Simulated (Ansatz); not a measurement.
## Worked example: correlation energy of Ga2HCl (H-bridged), singlet

Geometry: displaced at random from a stationary point.

```xyz
4

Cl    0.0996    0.4085    2.6770
Ga   -0.0638   -0.3689    0.6438
Ga    0.0116    0.1440   -1.9971
H     0.1077    1.1896   -0.5472
```

Basis cc-pVDZ; Ansatz 0.2.0. Only valence electrons are correlated (noble-gas cores and the filled d shells of p-block atoms frozen), which leaves 14 electrons in 44 orbitals. Prefix R: restricted or restricted open-shell reference. No spin–orbit coupling is included, and no scalar relativity.

Full CI isn't at hand for all of this; RCCSDT(Q) serves as the reference, and is uncertain by about the last step of the cluster series.

Runs differ by some tens of microhartree through their thresholds, so steps under 0.03 kcal/mol mean nothing.

```csv
level,total energy (hartree)
RHF,-4306.554348
RMP2,-4306.794677
RCCSD,-4306.832831
RCCSD(T),-4306.840627
RCCSDT,-4306.841819
RCCSDT(Q),-4306.842510
```

Task: What is the correlation energy at RCCSDT(Q), and what share of it do RMP2 and RCCSDT recover?

Result: E(corr) = -4306.842510 − (-4306.554348) = -0.288162 hartree = -7.841 eV. RMP2: -0.240329 / -0.288162 = 83.40 %. RCCSDT: -0.287471 / -0.288162 = 99.76 %.

Task: By how many kcal/mol does RCCSD(T) miss RCCSDT(Q) (1 hartree = 627.509 kcal/mol), and which steps make up the rest?

Result: -4306.840627 − (-4306.842510) = 0.001883 hartree = 1.18 kcal/mol. Steps: RCCSDT − RCCSD(T) = -0.75, RCCSDT(Q) − RCCSDT = -0.43 kcal/mol. Differences between like states or geometries often cancel part of this.
